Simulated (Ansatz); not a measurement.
**Mg₂− (quartet): wave-function methods side by side at distance Mg1–Mg2 = 5.028 Å, aug-cc-pVDZ**

An exercise on one series of results from a longer session: the logs are not shown, and one member is left open.

Program: Ansatz 0.2.0, Gaussian basis. Level of theory: aug-cc-pVDZ, core rule «outside noble gas», up to 10 orbitals frozen. These are calculated values, not measurements.

The runs, in order: UHF; CCSD(T) on ROHF; CCSD(T) on UHF; BCCD(T) on ROHF; CISD; CCSDT(Q) on ROHF; CCSDT(Q) on UHF; CASSCF and MRCISD+Q, 5 electrons in 5 orbitals; CASSCF and NEVPT2, 5 electrons in 5 orbitals.

36 further runs of the same task are left out: 12 for a known fault of the program, 23 that didn't finish, 1 set aside as unsound or not needed.

### The geometry

The geometry derives from a PBE0/def2-TZVPD stationary point (not a proven minimum). One bond is set to the value named and the two fragments are kept rigid.

2 atoms, charge -1, spin multiplicity 4.

Atoms are counted from 1 here; the program's logs count them from 0.

No contacts short enough for the rule that draws bonds.

Set-up of the first run:

Contents of in.yaml:

```yaml
crystal:
  periodic: [false, false, false]
  atoms:
    - {symbol: Mg, position_ang: [0.000000, 0.000000, 0.000000]}
    - {symbol: Mg, position_ang: [0.000000, 0.000000, 5.028000]}
basis:
  gaussian: {orbitals: aug-cc-pVDZ}
total_charge: -1
magnetization: {spin_polarized: true, initial_magnetization: 3}
hamiltonian: {xc: hf}
output: {orbitals: {seedname: orbitals}}
```

Run with:

```
> ansatz run in.yaml --threads 1 --pin off --events-out ev --progress --plain --max-ram 2393MiB
```

Steps of the session up to this table: UHF; CCSD(T) on ROHF; CCSD(T) on UHF; BCCD(T) on ROHF; CISD; CCSDT(Q) on ROHF; CCSDT(Q) on UHF; CASSCF and MRCISD+Q, 5 electrons in 5 orbitals; CASSCF and NEVPT2, 5 electrons in 5 orbitals.

One of the session's tables, all rows but one given; the rest of the session is left out.

It belongs to the step «Misses and costs». 

| method | from UCCSDT(Q) (kcal/mol) |
| --- | --- |
| ROHF | +32.36 |
| UHF | +32.01 |
| RMP2 | +12.27 |
| UMP2 | +12.36 |
| CISD | +2.50 |
| RCCSD | +1.43 |
| UCCSD | +1.40 |
| RCCSD(T) | +0.75 |
| UCCSD(T) | +0.72 |
| BCCD(T) | +0.74 |
| RCCSDT | +0.13 |
| UCCSDT | +0.11 |
| RCCSDT(Q) | ? |
| UCCSDT(Q) | 0 |
| CASSCF pair | +24.25 |
| NEVPT2 pair | +13.63 |
| MRCISD pair | +2.51 |
| MRCISD+Q pair | +0.50 |

**Question.** Estimate the row for RCCSDT(Q).

As computed: from UCCSDT(Q) (kcal/mol): +0.03. In the column «from UCCSDT(Q) (kcal/mol)» it lies between UCCSDT(Q) (0) and UCCSDT (+0.11).

Limits of these values: Restricted and unrestricted rows rest on different reference determinants; where their highest levels disagree by more than a few hundredths of an eV, they describe different states and don't form one ladder.
